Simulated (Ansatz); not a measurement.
A made-up structure of CH3OSi, doublet:

C1  (-0.662, -0.146, -0.664)
Si2  (1.202, -1.018, 1.458)
O3  (0.601, 0.095, 0.610)
H4  (-1.066, 0.677, -1.248)
H5  (-1.063, -1.129, -0.890)
H6  (0.854, 1.028, 0.692)
(Å)

It is relaxed with PBE-D4/def2-SVP and then PBE0-D4/def2-TZVP (Ansatz 0.2.0). Atoms count as bonded within 1.22 times the sum of their covalent radii (H–H: 0.88 Å). The end point is not checked to be a true minimum.

Problem. Does its bonding change? (A judgement: the text doesn't fix the answer.)

Solution. The calculation gives: Yes. Formed: C1–H6; broken: O3–H6.

Where it ends: The first stage lowers the energy by 5.10 eV in 36 steps. It ends as a complex of CH₃ + SiO:
```
atom    x (Å)    y (Å)    z (Å)
  C1  -0.9848   0.0357  -1.0398
 Si2   2.4333  -0.3541   2.6020
  O3   1.3806  -0.2844   1.5232
  H4  -1.1877   1.0086  -1.4649
  H5  -1.5161  -0.8261  -1.4186
  H6  -0.2594  -0.0739  -0.2451
```

For scale, one of the runs: PBE0-D4/def2-TZVP relaxation, 117 basis functions, launched by `ansatz run in.yaml --threads 2 --pin off --events-out ev --progress --plain --max-ram 4352MiB`. Hardware: 2 CPU threads of an Intel Xeon 6975P-C, shared host. Wall time about 7.5 s.
